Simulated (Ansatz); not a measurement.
```xyz
16

C     1.4465    1.4200   -0.6731
C     0.1872    0.8275   -0.0842
O     0.2422    1.0308    1.3135
C     0.0308   -0.6478   -0.4313
C    -1.2783   -1.2528    0.0389
O    -1.4414   -1.2164    1.4526
H     2.3247    0.8827   -0.3059
H     1.5410    2.4661   -0.3771
H     1.4326    1.3664   -1.7639
H    -0.6824    1.3644   -0.5015
H    -0.4706    0.5071    1.7020
H     0.8763   -1.2035   -0.0057
H     0.0878   -0.7685   -1.5192
H    -2.1203   -0.6815   -0.3616
H    -1.3789   -2.2815   -0.3278
H    -0.7972   -1.8130    1.8443
```

Charge 0, multiplicity 1.

Task: List the B3LYP/def2-TZVPP orbital energies in eV (the Gaussian-basis code of Ansatz). (Estimate.)

Result: Computed: Occupied: -521.00, -519.93, -278.35, -278.04, -276.86, -276.36, -28.47, -27.54, -21.54, -19.89, -17.54, -16.02, -14.48, -13.89, -12.66, -12.31, -12.05, -10.70, -10.50, -10.33, -9.88, -9.57, -9.03, -7.86, -7.23. Lowest empty: 0.42, 1.22, 1.64, 1.81, 2.53, 2.84, 3.06, 3.20.

B3LYP here is the variant with VWN-RPA as its local correlation; programs differ in this.
